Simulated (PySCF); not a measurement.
**SiS+: from the state search to spectroscopic constants**

One job finds the state of SiS+, follows it along the bond with each method and fits the curves.

The runs use PySCF 2.14.0; Si def2-TZVPPD, S def2-TZVPPD, no relativity.

## Step 1: The job

Settings of the job:

| Quantity | Value |
| --- | --- |
| atoms | Si, S |
| charge | 1 |
| basis | Si def2-TZVPPD, S def2-TZVPPD |
| Hamiltonian | no relativity |
| basis functions | 99 |
| electrons treated | 29 |
| masses in u | 27.9769, 31.9721 |
| levels | PBE0, PBE, r²SCAN, BP86, BHandHLYP, r²SCANh, M06, BLYP, CAM-B3LYP, HF, MP2, SCS-MP2, CCSD, CCSD(T) |
| grid | 80 radial by 434 angular points |
| occupations | held fixed by the projection of orbital angular momentum |
| dissociation limit | Si+ + S, each in its ground configuration |
| starting distance in angstrom | 2.200 |
| values of 2S to try | 1, 3 |

Command:

```bash
$ OMP_NUM_THREADS=2 python dia.py task.json out
```

After this run come: The PBE0 curve of the state that the search chose; Other states along the same grid; PBE (GGA); r²SCAN (meta-GGA); BP86 (GGA); BHandHLYP; r²SCANh; M06 (hybrid meta-GGA); BLYP; CAM-B3LYP (range-separated hybrid); UHF; Adding correlation.

**Question.** What will these runs give? Wanted: for each run, Re; ωe; De; μ.

As calculated:

Lowest PBE0 solution found, without spin–orbit coupling: ²Π (doublet), unpaired electrons π ↑. State 2 has its PBE0 minimum 0.08 eV higher. State 3 has its PBE0 minimum 2.69 eV higher. The other levels ran on the lowest alone.

| level | Re (Å) | ωe (cm⁻¹) | De (eV) | μ (D) |
| --- | --- | --- | --- | --- |
| UHF | 2.057 | 627 | 2.54 | -2.73 |
| UHF-MP2 | 2.068 | 612 | 3.87 | n/a |
| UHF-SCS-MP2 | 2.070 | 610 | 3.80 | n/a |
| UHF-CCSD | 2.069 | 608 | 3.67 | n/a |
| UHF-CCSD(T) | 2.078 | 593 | 3.85 | n/a |
| PBE | 2.096 | 567 | 4.33 | -2.29 |
| BLYP | 2.108 | 549 | 4.09 | -2.40 |
| BP86 | 2.098 | 564 | 4.30 | -2.31 |
| r²SCAN | 2.079 | 589 | 4.23 | -2.23 |
| r²SCANh | 2.072 | 598 | 4.13 | -2.28 |
| PBE0 | 2.071 | 600 | 4.10 | -2.37 |
| M06 | 2.074 | 594 | 4.24 | -2.40 |
| BHandHLYP | 2.060 | 613 | 3.72 | -2.55 |
| CAM-B3LYP | 2.062 | 609 | 3.91 | -2.47 |

De is counted to Si+ + S in their ground configurations. A positive dipole points from Si to S; in an ion it is taken about the centre of mass and does not tell which atom is negative.

Differences from CCSD(T) in the same basis:

| level | Re (mÅ) | ωe (%) |
| --- | --- | --- |
| UHF | -22 | +5.7 |
| UHF-MP2 | -10 | +3.2 |
| UHF-SCS-MP2 | -9 | +2.7 |
| UHF-CCSD | -9 | +2.5 |
| PBE | +18 | -4.4 |
| BLYP | +30 | -7.4 |
| BP86 | +19 | -5.0 |
| r²SCAN | 0 | -0.8 |
| r²SCANh | -6 | +0.8 |
| PBE0 | -7 | +1.1 |
| M06 | -4 | +0.1 |
| BHandHLYP | -18 | +3.3 |
| CAM-B3LYP | -16 | +2.7 |

What this shows: Judged by CCSD(T) in the same basis: best bond length r²SCAN (0 mÅ), worst BLYP (+30 mÅ); best wavenumber M06 (+0.1 %), worst BLYP (-7.4 %). Hartree–Fock makes the bond too short and too stiff against this reference, as it mostly does. PBE gives a bond that is too long and too soft, as GGAs tend to. Among the levels with a De in the table, it runs from 2.54 eV (UHF) to 4.33 eV (PBE).

Correlated steps freeze 10 core orbitals.
